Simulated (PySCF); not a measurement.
**Static response to an electric field**

C4H6F (charge +1).
Cartesian coordinates in Å at the GFN2-xTB level; atoms count from 1:
```xyz
11
C4H6F angstrom
C      2.0358    0.1213   -0.1884
C      0.7183   -0.0155   -0.5101
C     -0.2792    0.0484    0.4638
C     -1.6878   -0.0968    0.1823
F     -1.9798   -0.2942   -1.1177
H      2.3604    0.2938    0.8294
H      2.8052    0.0607   -0.9457
H      0.4194   -0.1829   -1.5397
H     -0.0090    0.2134    1.5027
H     -2.1230   -0.9361    0.7642
H     -2.2549    0.7906    0.5331
```

Level: wB97X-D/def2-SVPD (PySCF), static field, nuclei fixed, core orbitals frozen in the response. The polarisability tensor in these axes (au):

```
x   79.55  2.67 -6.02
y    2.67 31.26  0.96
z   -6.02  0.96 40.81
```

**Question.** What are the eigenvalues, a third of the trace, and Δα (Δα² = ½Σ(αi − αj)² over the three pairs)?

**Answer.** Principal values 30.94, 40.10 and 80.59 au; mean 50.54 au = 7.49 Å³ = 8.33 × 10⁻⁴⁰ C²·m²/J; Δα = 45.76 au (91 % of the mean).

**Question.** Sum over states: ᾱ = Σ f/ω², ω in Eh. What share falls to these 8 lowest TDDFT singlets (eV, f)? 4.95, 0.3846; 5.00, 0.0046; 5.32, 0.0000; 5.96, 0.1189; 6.86, 0.0003; 7.37, 0.0038; 9.13, 0.0007; 9.29, 0.0636.

**Answer.** They add up to 14.84 au, 29.4 % of the 50.54 au; the largest single term is 11.62 au, from the state at 4.95 eV. Terms in order: 11.62, 0.14, 0.00, 2.48, 0.01, 0.05, 0.01, 0.55 au. Higher excitations give the rest. The strengths listed sum to 0.577.

**Question.** Directions of the eigenvectors, and the extent of the frame along each?

**Answer.** Largest value along (0.99, 0.05, -0.15), where the nuclei span 5.18 Å; middle along (0.14, 0.15, 0.98), 2.98 Å; least along (-0.07, 0.99, -0.14), 1.75 Å. The response follows the extents in order.

**Question.** What depolarisation ratio follows for Rayleigh scattering of linearly polarised light, taking the static tensor?

**Answer.** ρ = 3Δα²/(45ᾱ² + 4Δα²) = 6282.5/(114949 + 8376.7) = 0.0509.

Geometry: GFN2-xTB, one conformer, isolated ion.

wB97X-D is run here without its empirical dispersion term; that term would change no orbital, density or response property at a fixed geometry.
